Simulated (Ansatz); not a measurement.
A run of Ansatz (development build ahead of 0.2.0) on singlet C3H6 at this shape:

```xyz
9

H    -1.8076   -0.1537   -0.8781
C    -1.2335    0.1623    0.0000
C     0.1346   -0.4536   -0.0001
C     1.2805    0.2204   -0.0001
H     2.2389   -0.2864    0.0003
H    -1.1821    1.2536   -0.0005
H    -1.8071   -0.1529    0.8788
H     0.1667   -1.5420    0.0002
H     1.3017    1.3064    0.0002
```

Its results:

```
Converged                       : yes
Reference energy                : -117.11626 hartree
Correlation energy              : -0.50943 hartree
Total energy                    : -117.62570 hartree
Spin squared of the determinant : 0.000
Stability test                  : minimum among restricted orbitals
```

**Question.** Which input gives this output? Name the method, the orbitals and the basis set, and write the input.

**Answer.** RHF-MP2 in cc-pVTZ. An unrestricted run that stays on the closed shell gives the same numbers.

```yaml
crystal:
  periodic: [false, false, false]
  atoms:
    - { symbol: H, position_ang: [-1.80765, -0.15368, -0.87813] }
    - { symbol: C, position_ang: [-1.23352, 0.16234, 3.0e-05] }
    - { symbol: C, position_ang: [0.13465, -0.45362, -0.0001] }
    - { symbol: C, position_ang: [1.28048, 0.22043, -6.0e-05] }
    - { symbol: H, position_ang: [2.23888, -0.28641, 0.00025] }
    - { symbol: H, position_ang: [-1.1821, 1.25365, -0.00053] }
    - { symbol: H, position_ang: [-1.80711, -0.15289, 0.8788] }
    - { symbol: H, position_ang: [0.16668, -1.54201, 0.00023] }
    - { symbol: H, position_ang: [1.30167, 1.30642, 0.00021] }
basis:
  gaussian: { orbitals: cc-pVTZ }
hamiltonian:
  xc: hf
correlation:
  method: mp2
  frozen_orbitals: { C: 1, H: 0 }
```
